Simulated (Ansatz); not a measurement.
Two structures of CH$_{8}$SSi, closed shell, reached by relaxing down either side of one saddle point (PBE0-D4/def2-TZVP). Energies are electronic, without zero-point energy. Computed with Ansatz 0.2.0 (basis: def2-TZVPP and def2-QZVPP); correlated methods freeze the cores. Extrapolation: Hartree–Fock as exp(−7.88 √X), correlation as X^−2.97. First:

| atom | x (Å) | y (Å) | z (Å) |
| --- | --- | --- | --- |
| Si1 | 0.3870 | -0.4442 | -2.0116 |
| S2 | 1.4705 | -1.6562 | -0.6235 |
| H3 | 1.2580 | 0.5901 | -2.6255 |
| H4 | -0.7712 | 0.2243 | -1.3672 |
| H5 | -0.0864 | -1.3889 | -3.0514 |
| H6 | -0.5766 | -0.3485 | 1.5593 |
| C7 | -0.8100 | 0.6604 | 1.8989 |
| H8 | 1.7949 | -0.6335 | 0.1855 |
| H9 | -1.7784 | 0.9617 | 1.5005 |
| H10 | -0.8424 | 0.6813 | 2.9879 |
| H11 | -0.0453 | 1.3535 | 1.5470 |

Second:

Si1  (-0.515, 0.521, -0.953)
S2  (1.944, -1.990, 0.900)
H3  (0.918, 0.774, -1.270)
H4  (-1.338, 1.362, -1.865)
H5  (-0.804, -0.907, -1.266)
H6  (1.089, -2.478, -0.011)
C7  (-0.886, 0.904, 0.836)
H8  (2.476, -1.132, 0.016)
H9  (-1.938, 0.717, 1.063)
H10  (-0.274, 0.278, 1.488)
H11  (-0.671, 1.952, 1.061)
(Å)

Task: Which bonds change from the first to the second?

Result: SiH₄S ([SiH3][SH]) + CH₄ → CH₆Si ([CH3][SiH3]) + H₂S; bonds formed: Si1–C7, S2–H6; bonds broken: Si1–S2, H6–C7.

Task: Give the saddle point's structure and its height above each. (To be estimated.)

Result: Computed: 3.073 eV above the first and 2.469 eV above the second (CCSD(T) at an estimated basis limit (MP2 extrapolated from triple and quadruple zeta, plus CCSD(T) − MP2 in triple zeta)).
Si1  (-0.127, 0.053, -1.068)
S2  (1.333, -1.735, 0.000)
H3  (1.126, 0.618, -1.617)
H4  (-1.101, 1.176, -1.315)
H5  (-0.821, -1.107, -1.668)
H6  (0.182, -0.490, 0.608)
C7  (-0.616, 0.464, 0.986)
H8  (2.363, -0.925, 0.298)
H9  (-1.693, 0.361, 0.863)
H10  (-0.345, 0.079, 1.977)
H11  (-0.300, 1.506, 0.935)
(Å)

No T1 diagnostic of these runs exceeds 0.012.

Labels in which every atom is bracketed show which atoms are joined, not bond orders.

For scale, one of the runs: CCSD(T)/def2-TZVPP, 227 basis functions, launched by `ansatz run in.yaml --threads 4 --pin off --events-out ev --progress --plain --max-ram 9574MiB`. Time: 53 s of wall clock on 4 CPU threads of an Arm Neoverse V2; the host was shared. Peak host memory: 3.5 GiB.
